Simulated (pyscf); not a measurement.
6 organic steps of one kind (substitution at C, radical): barrier in kcal/mol, from the separated reactants or the lowest minimum found. Optimised with ωB97X-D3(BJ)/def2-SVP in PySCF. Functionals in def2-TZVP; the last column is ωB97M-D3(BJ)/def2-TZVP. Rows were drawn at random from the steps of this kind and element class whose saddle was verified and whose references are stable.

```tsv
step	PBE	M06-2X	B3LYP-D3(BJ)	ωB97M-D3(BJ)
`[Li][CH3]` + `[H]` [doublet] → `[Li]` [doublet] + `[CH4]`	-5.8	3.2	-3.1	3.5
`[CH3][Te][CH3]` + `[CH3]` [doublet] → `[CH3][Te]` [doublet] + `[CH3][CH3]`	12.0	16.8	15.2	19.2
`[CH3][Mg][CH3]` + `[H]` [doublet] → `[CH3][Mg]` [doublet] + `[CH4]`	3.6	9.3	5.8	12.0
`[Be][CH3]` [doublet] + `[CH3][CH3]` → `[CH3][Be][CH3]` + `[CH3]` [doublet]	32.8	39.3	37.5	40.4
`[CH3][CH2][Br]` + `[Cl]` [doublet] → `[CH3][CH2][Cl]` + `[Br]` [doublet]	5.0	16.3	10.3	17.0
`[CH][NH][CH3]` [singlet] + `[H]` [doublet] → `[CH4]` + `[CH]=[NH]` [doublet]	11.0	23.5	15.5	24.8
```

Differences from the last column (kcal/mol): PBE: mean -9.7, median -8.8, mean size 9.7, lower in 6 of 6; M06-2X: mean -1.4, median -1.1, mean size 1.4, lower in 6 of 6; B3LYP-D3(BJ): mean -5.9, median -6.3, mean size 5.9, lower in 6 of 6. PBE is closest for row 2 (7.3 kcal/mol apart) and farthest for row 6 (13.9 kcal/mol). PBE, r²SCAN and M06-2X carry no added dispersion term. The last column is a level with limits of its own. Each barrier is that of the saddle found. Left out: the spin-orbit lowering of Br, Cl, which is large for Br, Se, Te and I. Elements up to Kr have no core potential and no relativistic terms here. Elements past Kr carry the def2 core potentials, without spin-orbit coupling.
